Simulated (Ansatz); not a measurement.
# S2 (sulfur dimer): UHF/3-21G

Aim: the vertical ionisation energy of S2 (sulfur dimer) at UHF/3-21G, from 2 runs. 

The calculation is run with Ansatz 0.2.0.

18 further runs of the same task are left out: 1 that didn't finish, 17 set aside as unsound or not needed.

**1. The molecule**

S2 has 2 atoms, charge 0, and is taken as a triplet. As SMILES, `S=S`. The bond length is the measured one.

Bond lengths: S1–S2 1.889 Å.

**2. A single-point energy at UHF/3-21G**

The input, run.yaml:

```yaml
crystal:
  periodic: [false, false, false]
  atoms:
    - {symbol: S, position_ang: [0.000000, 0.000000, 0.000000]}
    - {symbol: S, position_ang: [0.000000, 0.000000, 1.889200]}
basis:
  gaussian:
    orbitals: 3-21G.json
magnetization:
  spin_polarized: true
  initial_magnetization: 2
hamiltonian:
  xc: hf
accuracy: high
output: {orbitals: {seedname: orbitals}}
```

The basis set 3-21G is read from a file made from the Basis Set Exchange's data (not shown).

Run with:

```bash
ansatz run run.yaml --threads 1 --pin off --max-ram 3480MiB --events-out events.jsonl --progress --plain --runs-dir runs
```

The program printed:

```text
Warning: RAYON_NUM_THREADS=1 ignored (pool sized by the plan → 1); use --threads N
Functional definition: HF
  name "HF"
  exchange = exact_x
  correlation = 0
516 factors; integrals over basis functions are off by at most 3.2e-9 eV
mean field evaluation 1: about -21526.4582 eV, gradient 5.8e0 eV
mean field evaluation 2: about -21526.4645 eV, gradient 5.9e0 eV
mean field evaluation 4: about -21526.7416 eV, gradient 4.3e-1 eV
mean field evaluation 8: about -21526.7440 eV, gradient 1.6e-6 eV
mean field evaluation 16: about -21526.2887 eV, gradient 2.3e0 eV
mean field evaluation 32: about -21526.4582 eV, gradient 5.8e0 eV
mean field -21526.74403547 eV, -791.0932519525 hartree, gradient 2.1e-8 eV, S^2 2.016126; 0 other end points of the search recorded, 0 dependent functions left out
reference -21526.74403547 eV, -791.0932519525 hartree; 17, 15 occupied and 9, 11 virtual orbitals, 516 factors
Total energy: -21526.74403547 eV, -791.0932519525 hartree
```

Run time: 0.24 s. Hardware: 1 thread of Intel Xeon Platinum 8488C (Sapphire Rapids), shared host.

**3. The doublet cation at the same level**

The input, input.yaml:

```yaml
crystal:
  periodic: [false, false, false]
  atoms:
    - {symbol: S, position_ang: [0.000000, 0.000000, 0.000000]}
    - {symbol: S, position_ang: [0.000000, 0.000000, 1.889200]}
basis:
  gaussian: {orbitals: 3-21G.json}
output: {orbitals: {seedname: orbitals}}
hamiltonian: {xc: hf}
accuracy: high
total_charge: 1
magnetization: {spin_polarized: true, initial_magnetization: 1}
```

The basis set 3-21G is read from a file made from the Basis Set Exchange's data (not shown).

Run with:

```bash
ansatz run input.yaml --threads 1 --pin off --max-ram 3480MiB --events-out events.jsonl --progress --plain --runs-dir runs
```

The program printed:

```text
Warning: RAYON_NUM_THREADS=1 ignored (pool sized by the plan → 1); use --threads N
Functional definition: HF
  name "HF"
  exchange = exact_x
  correlation = 0
516 factors; integrals over basis functions are off by at most 3.2e-9 eV
mean field evaluation 1: about -21516.4313 eV, gradient 4.1e0 eV
mean field evaluation 2: about -21516.4393 eV, gradient 4.1e0 eV
mean field evaluation 4: about -21516.5655 eV, gradient 2.3e-1 eV
mean field evaluation 8: about -21516.5662 eV, gradient 1.5e-2 eV
mean field evaluation 16: about -21516.5660 eV, gradient 4.2e-6 eV
mean field evaluation 32: about -21517.0706 eV, gradient 1.7e-4 eV
mean field evaluation 64: about -21516.5566 eV, gradient 1.1e-1 eV
mean field -21517.07060236 eV, -790.7377598426 hartree, gradient 2.4e-8 eV, S^2 1.354610; 5 other end points of the search recorded, 0 dependent functions left out
reference -21517.07060236 eV, -790.7377598426 hartree; 16, 15 occupied and 10, 11 virtual orbitals, 516 factors
Total energy: -21517.07060236 eV, -790.7377598426 hartree
```

Run time: 0.44 s. Hardware: 1 thread of Intel Xeon Platinum 8488C (Sapphire Rapids), shared host.

**4. What came out**

At UHF/3-21G:

```
                                          quantity          value
                          triplet S2: total energy  -791.09325 Eh
    triplet S2: HOMO energy (highest over α and β)      -10.72 eV
     triplet S2: LUMO energy (lowest over α and β)       -0.35 eV
                                  triplet S2: ⟨S²⟩          2.016
                      doublet cation: total energy  -790.73776 Eh
doublet cation: HOMO energy (highest over α and β)      -18.18 eV
 doublet cation: LUMO energy (lowest over α and β)       -8.17 eV
                              doublet cation: ⟨S²⟩          1.355
vertical ionisation energy (to the doublet cation)       9.673 eV
```

What this shows: The vertical ionisation energy comes to 9.67 eV (933 kJ/mol). ⟨S²⟩ (doublet cation) is 1.35 where a pure doublet has 0.75: the reference is spin-contaminated.
